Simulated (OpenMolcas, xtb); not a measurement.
**AlO (oxoaluminum): methods side by side**

The species is AlO (2 atoms), meant as a doublet with charge 0. SMILES: `[O]=[Al]`. The shape is that of a PBE0-D4/def2-TZVP optimisation.

```
atom   x (Å)   y (Å)    z (Å)
   O  0.0000  0.0000  -0.0249
  Al  0.0000  0.0000   1.5950
```

Quantity: the vertical ionisation energy (to the singlet cation), in eV. The values are calculated.

```tsv
level	kind	program	value (eV)	less CCSD(T)/def2-TZVPPD	CPU time (all runs)
GFN2-xTB	semi-empirical	xtb	15.78	+6.02	under 2 s
UHF/def2-TZVPPD	Hartree–Fock	OpenMolcas	10.47	+0.71	11 s
USVWN5/def2-TZVPPD	LDA	OpenMolcas	10.26	+0.50	20 s
UBLYP/def2-TZVPPD	GGA	OpenMolcas	10.04	+0.28	29 s
U-r2SCAN/def2-TZVPPD	meta-GGA	OpenMolcas	10.33	+0.57	45 s
UM06-2X/def2-TZVPPD	hybrid meta-GGA	OpenMolcas	10.45	+0.69	47 s
ROCCSD(T)/def2-TZVPPD	coupled cluster or CI	OpenMolcas	9.76	0.00	34 s
FCI/STO-3G	exact in the basis	OpenMolcas	4.87	-4.89	3.7 s
```

ROCCSD(T)/def2-TZVPPD is the highest level here, not the true value. The values span 4.87 to 15.78 eV. The xTB values lack the empirical shift that such differences need. High-level rows in very small sets aren't better than simpler rows in larger ones. Times are those of the runs behind each value, whatever else they computed, on shared processors of several kinds: orders of magnitude only.
